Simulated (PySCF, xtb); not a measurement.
methoxyethane (C₃H₈O), SMILES CCOC.

GFN2-xTB in xtb 6.7.1 at its own geometry gives an orbital gap of 11.95 eV and a dipole moment of 1.62 D.

Geometry optimised at B3LYP-D3(BJ)/def2-SVP. The values are those of a single conformer.

Q: What does PySCF with r2SCAN/def2-TZVP give? (Estimate from the structure and the level; the computed values follow.)

A: gap 7.33 eV (levels -6.08 and 1.26 eV), dipole 1.18 D.
